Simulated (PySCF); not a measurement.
**One molecule, many functionals**

Lithium hydride, LiH.
SMILES: `[LiH]`

Linear-response calculations in the def2-SVPD basis (PySCF; singlets by full response, triplets Tamm–Dancoff, core orbitals frozen in the response; HF means time-dependent Hartree–Fock). 'Strongest' is the level of largest summed f among the singlets computed (10 roots, of which the last may lack a degenerate partner); it can jump between rows when another state enters that window. S1 is the lowest singlet of each run and needn't be the same state throughout; f(S1) is that of one state. Isolated species at its PBE0-D3(BJ)/def2-SVP geometry, gas phase.

```csv
functional,kind,S1 (eV),f(S1),strongest (eV),T1 (eV),HOMO (eV),gap (eV),"ionisation energy, ΔSCF (eV)"
LDA,LDA,3.02,0.062,10.83,2.61,-4.32,2.86,8.15
PBE,GGA,2.99,0.064,10.84,2.43,-4.30,2.76,8.00
B3LYP,"global hybrid, 20% exact exchange",3.23,0.060,11.03,2.74,-5.25,3.95,8.23
PBE0,"global hybrid, 25% exact exchange",3.36,0.058,10.93,2.77,-5.37,4.31,7.95
BHandHLYP,"global hybrid, 50% exact exchange",3.56,0.056,11.19,3.01,-6.45,5.64,8.03
wB97X-D,range-separated hybrid,3.56,0.057,10.95,3.20,-7.28,7.26,8.03
LC-wPBE,range-separated hybrid,3.92,0.057,11.04,3.30,-8.10,8.01,8.03
HF,Hartree–Fock,4.01,0.051,11.30,3.14,-8.13,8.08,not settled
```

Question: What does CAM-B3LYP (range-separated hybrid) give?

Answer: S1 (eV) 3.47, f(S1) 0.060, strongest (eV) 11.15, T1 (eV) 2.95, HOMO (eV) -6.80, gap (eV) 6.10, ionisation energy, ΔSCF (eV) 8.21. S1 runs from 2.99 eV (PBE) to 4.01 eV (HF), a spread of 1.02 eV, while the orbital gap spreads over 5.3 eV. Along PBE (0%), B3LYP (20%), PBE0 (25%), BHandHLYP (50%), HF (100%) S1 rises with the share of exact exchange. −ε(HOMO) comes closest to its own ΔSCF ionisation energy with LC-wPBE (+0.07 eV) and misses most with LDA (-3.82 eV). 'Not settled' means that the ion's SCF failed to converge or may have ended in another state than the lowest.
